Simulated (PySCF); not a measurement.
# SOF2: PBE0 against B3LYP

Base calculation in PySCF with density fitting and no spin–orbit coupling, PBE0/def2-TZVP (no relativity): singlet, Cs, S–F 1.588 Å (×2), S–O 1.419 Å; F–S–F 93.0°, F–S–O 106.5° (×2); wavenumbers 375, 395, 534, 762, 827, 1373 cm⁻¹; dipole moment 1.65 D, gap between the highest occupied and lowest empty levels 8.52 eV, polar-tensor charge of S 1.83 e, atomisation energy (no zero-point energy) 1268 kJ/mol.

Problem. What changes on going to B3LYP/def2-TZVP (no relativity)?

Solution. The point group stays the same. Changes: mean bond to S +0.014 Å, smallest bond angle +0.1 degrees, highest wavenumber -32 cm⁻¹, lowest wavenumber -15 cm⁻¹, dipole moment +0.07 D, gap between the highest occupied and lowest empty levels -0.61 eV, polar-tensor charge of S -0.01 e, atomisation energy (no zero-point energy) -15 kJ/mol. The new structure has S–F 1.606 Å (×2), S–O 1.424 Å; F–S–F 93.1°, F–S–O 106.5° (×2), with wavenumbers 360, 384, 515, 718, 788, 1341 cm⁻¹.

Only the bonding shown was studied: isomers, or loss of a ligand pair, can lie lower.
